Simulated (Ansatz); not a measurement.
# SiN (sextet): wave-function methods side by side, def2-QZVPP

The task here is to estimate one member of a computed series from the others.

Method: def2-QZVPP, core rule «outside noble gas», up to 6 orbitals frozen; program: Ansatz 0.2.0, Gaussian basis.

To be run: UHF; ROHF; CCSD(T) on UHF.

### What is computed

The geometry is a PBE0/def2-TZVP stationary point (not a proven minimum) of the parent state, kept for this charge and spin.

2 atoms, charge 0, spin multiplicity 6.

Atoms are counted from 1 here; the program's logs count them from 0.

Bond lengths: Si1–N2 1.889 Å.

Geometry (Å):

```
Si    0.0000    0.0000    0.0000
N     0.0000    0.0000    1.8891
```

Set-up of the first run:

in.yaml

```yaml
crystal:
  periodic: [false, false, false]
  atoms:
    - {symbol: Si, position_ang: [0.000000, 0.000000, 0.000000]}
    - {symbol: N, position_ang: [0.000000, 0.000000, 1.889128]}
basis:
  gaussian: {orbitals: "def2-QZVPP.json"}
magnetization: {spin_polarized: true, initial_magnetization: 5}
hamiltonian: {xc: hf}
output: {orbitals: {seedname: orbitals}}
```

Started as:

```bash
$ ansatz run in.yaml --threads 1 --pin off --events-out ev --progress --plain --max-ram 4096MiB --backend cpu
```

Among the steps run: UHF; ROHF; CCSD(T) on UHF.

One of the session's tables, all rows but one given; the rest of the session is left out.

It belongs to the step «Misses and costs». 

| method | from UCCSD(T) (meV) |
| --- | --- |
| ROHF | +6343.1 |
| UHF | +6004.3 |
| UMP2 | +1023.9 |
| UCCSD | ? |
| UCCSD(T) | 0 |

Q: Estimate the row for UCCSD from the others.

**Answer.** from UCCSD(T) (meV): +258.3. In the column «from UCCSD(T) (meV)» it lies between UCCSD(T) (0) and UMP2 (+1023.9).
